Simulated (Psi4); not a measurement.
This Psi4 input (wB97X-V/3-21G) gives -536.68102 Eh with 41 basis functions.

```
memory 8100 MB

molecule {
0 1
C     0.01324194    0.81758858   -0.01276392
C     1.51567282    0.64569034   -0.01856739
Cl   -0.83444090   -0.78203684    0.01684244
H    -0.33330320    1.35547911    0.86643399
H    -0.34328722    1.32799722   -0.90426753
H     1.99427262    1.62844639   -0.03651866
H     1.85214717    0.11523649    0.87210240
H     1.84217733    0.08779363   -0.89608378
}

set {
  basis 3-21g
  scf_type df
}

energy('wb97x-v')
print_variables()
```

Change:
```diff
- basis 3-21g
+ basis def2-svpd
```

### Question
What does the run give now?

### Answer
-539.14286 Eh (wB97X-V/def2-SVPD, 107 functions), a change of -2461.84 mEh.
